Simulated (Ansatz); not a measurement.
Loss of HF: C3H5F3 → C3H4F2 + HF

Species: C3H5F3 (1,2,3-trifluoropropane) `FCC(F)CF`, singlet; C3H4F2 `F/C=C\CF`, singlet; HF (hydrogen fluoride), singlet. 

Shapes, held fixed at every level: PBE0-D4/def2-TZVP. Flexible molecules stand in one conformer, not always the lowest. Programs: Ansatz 0.2.0. The zero-point and thermal change to 298 K, harmonic and unscaled (PBE0-D4/def2-TZVP), is -11.5 kJ/mol.

Estimate ΔH(298 K) of this reaction.

The highest level, CCSD(T)/CBS estimate, gives ΔH(298 K) = +41.8 kJ/mol; the levels span +41.8 to +78.0. The column of differences is taken from that level and isn't an error. No measured value is set beside it here. The CBS estimate extrapolates MP2 from def2-TZVPP and def2-QZVPP and adds CCSD(T) − MP2 in the triple-zeta set, cores frozen.

| level | kind | ΔH(298 K) (kJ/mol) | less CCSD(T)/CBS estimate |
| --- | --- | --- | --- |
| HF/def2-SVP | Hartree–Fock | +67.0 | +25.2 |
| SPW92/def2-TZVPP | LDA | +78.0 | +36.2 |
| MP2/def2-SVP | perturbation theory | +59.7 | +17.9 |
| MP2/def2-TZVPP | perturbation theory | +42.1 | +0.3 |
| CCSD(T)/def2-SVP | coupled cluster or CI | +60.9 | +19.1 |
| CCSD(T)/def2-TZVPP | coupled cluster or CI | +44.8 | +3.0 |
| CCSD/def2-TZVPP | coupled cluster or CI | +47.5 | +5.7 |
| CCSD(T)/CBS estimate | coupled cluster or CI | +41.8 | 0.0 |
